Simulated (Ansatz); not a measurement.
Ansatz (a program for electronic structure) input:

Ansatz 0.2 input:
```yaml
crystal:
  periodic: [false, false, false]
  atoms:
    - {symbol: C, position_ang: [0.12308422, 0.72061912, -0.00429280]}
    - {symbol: N, position_ang: [-0.08838777, -0.65459201, 0.00350807]}
    - {symbol: H, position_ang: [-0.49686671, -1.03048228, 0.84594274]}
    - {symbol: H, position_ang: [-0.52475103, -1.03565837, -0.82245818]}
    - {symbol: H, position_ang: [0.46644963, 1.16516893, 0.91843734]}
    - {symbol: H, position_ang: [0.43537713, 1.15940103, -0.94072157]}
basis:
  gaussian:
    orbitals: 6-31G*
hamiltonian:
  xc: {name: PBE0}
magnetization: {spin_polarized: true, initial_magnetization: 1}
```

Question: What final total energy does it print?

Answer: -95.07762 Eh (PBE0/6-31G*).

It need not be the lowest isomer of its formula.
